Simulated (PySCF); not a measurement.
H₂S, charge +1, sextet, geometry from GFN2-xTB of the parent state (a state made from the parent by changing its charge; the spin is typed, not shown lowest); B3LYP/aug-cc-pVDZ run with PySCF.

Input for PySCF:
```python
from pyscf import gto, scf, dft

mol = gto.Mole()
mol.atom = '''
    S    -0.000362   -0.002134    0.103903
    H    -0.038472    1.008615   -0.811003
    H     0.044257   -0.974478   -0.851437
'''
mol.basis = 'aug-cc-pvdz'
mol.charge = 1
mol.spin = 5
mol.verbose = 3
mol.build()

mf = dft.ROKS(mol)
mf.xc = 'b3lyp'
mf.kernel()
mf.analyze()
```

What the program printed (banner, timings and long lists left out):

```
converged SCF energy = -398.345919869608
**** MO energy ****
                Roothaan           | alpha              | beta
MO #1   energy= -89.4117055337059  | -89.4222569017233  | -89.4011541656888  occ= 2
MO #2   energy= -8.46026996045079  | -8.47147566143906  | -8.44906425948619  occ= 2
MO #3   energy= -6.42203913280114  | -6.43744224624086  | -6.40663601939805  occ= 2
MO #4   energy= -6.42118342420263  | -6.4362716647837   | -6.40609518368399  occ= 2
MO #5   energy= -6.41886187572244  | -6.43436611440738  | -6.40335763710329  occ= 2
MO #6   energy= -1.15945292026844  | -1.24209725742302  | -1.07680859521745  occ= 2
MO #7   energy= -0.790378778379508 | -0.907316078418367 | -0.673441482715719 occ= 1
MO #8   energy= -0.732004880392927 | -0.848923764592231 | -0.615085999920447 occ= 1
MO #9   energy= -0.644530081791348 | -0.748072616951075 | -0.540987571311155 occ= 1
MO #10  energy= -0.341048248117007 | -0.457625324167604 | -0.224471218256832 occ= 1
MO #11  energy= -0.297373637831663 | -0.395553387477549 | -0.199193974113526 occ= 1
MO #12  energy= -0.171368683528742 | -0.188623327189611 | -0.154113943288838 occ= 0
MO #13  energy= -0.144183132324836 | -0.167311367306069 | -0.121054866797476 occ= 0
MO #14  energy= -0.141753363451022 | -0.155640138288882 | -0.127866590408363 occ= 0
MO #15  energy= -0.127629895084392 | -0.137568078201254 | -0.117691694392726 occ= 0
MO #16  energy= -0.126581392475328 | -0.144288400181147 | -0.108874388316135 occ= 0
MO #17  energy= -0.116241452217536 | -0.145984299460173 | -0.0864986049748971 occ= 0
MO #18  energy= -0.107742077443897 | -0.133110711434967 | -0.0823734442330941 occ= 0
MO #19  energy= -0.0591628591936995 | -0.0667523528645591 | -0.0515733540213064 occ= 0
 ** Mulliken atomic charges  **
charge of    0S =      1.14711
charge of    1H =     -0.07356
charge of    2H =     -0.07356

WARN: System has nonzero charge 1; the dipole moment is origin-dependent.
Location of origin: [0. 0. 0.]

Dipole moment(X, Y, Z, Debye): -0.00082, -0.00483,  0.23520
```
